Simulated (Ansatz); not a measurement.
# AlSiH3 (triplet): from Hartree-Fock to the top rungs, cc-pVDZ

An exercise on one series of results from a longer session: the logs are not shown, and one member is left open.

Program: Ansatz 0.2.0, Gaussian basis. Level of theory: cc-pVDZ, core rule «outside noble gas», up to 10 orbitals frozen. These are calculated values, not measurements.

Plan: UHF; CCSD(T) on ROHF; CCSD(T) on UHF; BCCD(T) on ROHF; CISD; CCSDT(Q) on ROHF; CCSDT(Q) on UHF.

32 further runs of the same task are left out: 6 for a known fault of the program, 11 that didn't finish, 15 set aside as unsound or not needed.

### The system

The geometry is a PBE0/def2-TZVP stationary point (not a proven minimum).

5 atoms, charge 0, spin multiplicity 3.

Atoms are counted from 1 here; the program's logs count them from 0.

Bond lengths: Si1–Al2 2.389 Å, Si1–H3 1.498 Å, Al2–H4 1.587 Å, Al2–H5 1.583 Å. Angles: Al2–Si1–H3 124.9°, Si1–Al2–H4 119.4°, Si1–Al2–H5 117.5°, H4–Al2–H5 123.1°.

Set-up of the first run:

The input, in.yaml:

```yaml
crystal:
  periodic: [false, false, false]
  atoms:
    - {symbol: Si, position_ang: [0.000000, -0.088069, 1.200716]}
    - {symbol: Al, position_ang: [0.000000, 0.045214, -1.184371]}
    - {symbol: H, position_ang: [0.000000, 1.090439, 2.125646]}
    - {symbol: H, position_ang: [0.000000, 1.468638, -1.885604]}
    - {symbol: H, position_ang: [0.000000, -1.315430, -1.992670]}
basis:
  gaussian: {orbitals: cc-pVDZ}
magnetization: {spin_polarized: true, initial_magnetization: 2}
hamiltonian: {xc: hf}
output: {orbitals: {seedname: orbitals}}
```

Run with:

```bash
$ ansatz run in.yaml --threads 1 --pin off --events-out ev --progress --plain --max-ram 2393MiB
```

Among the steps run: UHF; CCSD(T) on ROHF; CCSD(T) on UHF; BCCD(T) on ROHF; CISD; CCSDT(Q) on ROHF; CCSDT(Q) on UHF.

One of the session's tables, all rows but one given; the rest of the session is left out.

```
   method  from UCCSDT(Q) (kJ/mol)
     ROHF                   +469.5
      UHF                        ?
     RMP2                   +114.6
     UMP2                   +114.9
     CISD                    +47.1
    RCCSD                    +14.8
    UCCSD                    +14.6
 RCCSD(T)                     +3.7
 UCCSD(T)                     +3.7
  BCCD(T)                     +3.6
   RCCSDT                     +0.5
   UCCSDT                     +0.5
RCCSDT(Q)                      0.0
UCCSDT(Q)                        0
```

**Question.** Estimate the row for UHF.

As computed: from UCCSDT(Q) (kJ/mol): +460.6. In the column «from UCCSDT(Q) (kJ/mol)» it lies between UMP2 (+114.9) and ROHF (+469.5).

With the free atoms at the same levels and basis (separate runs), the atomisation energy is 9.981 eV at UCCSDT(Q), 9.966 eV at RCCSD(T), 9.964 eV at UCCSD(T), 8.396 eV at ROHF.

Limits of these values: Restricted and unrestricted rows rest on different reference determinants; where their highest levels disagree by more than a few hundredths of an eV, they describe different states and don't form one ladder.
